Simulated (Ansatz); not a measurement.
Trigonal Te

Calculation: B3LYP (VWN-RPA form) (PAW; Ansatz, a quantum-chemistry and plane-wave program).

Run with plane-wave cutoff 460 eV, 9×9×4 k mesh (along the axes of the cell as run), Fermi–Dirac smearing 0.01 eV, scalar-relativistic PAW data made under PBE.

Cell (measured lattice):

```
Te
1.0
    4.45110     0.00000     0.00000
   -2.22555     3.85477     0.00000
    0.00000     0.00000     5.92620
Te
3
Direct
  0.00000   0.27363   0.66667
  0.72637   0.72637   0.00000
  0.27363   0.00000   0.33333
```

| Property | Value |
|---|---|
| band gap | 0.92 eV |
| smallest direct gap on the k points sampled | 0.95 eV |
| direct gap at Γ | 2.95 eV |

Measured, for comparison: band gap 0.33 eV (temperature not stated, not corrected to a static lattice, compiled measured gap; kind and temperature not stated; as tabulated in Kothakonda et al. (2022), arXiv:2208.02841).

Note: cell and atoms aren't relaxed at this level (largest force component 0.38 eV/Å, pressure 2.8 GPa).

Spin–orbit coupling is not included; with these elements it can move the gap by several tenths of an eV or more.

Cost on a shared machine: very roughly 15 core-minutes.
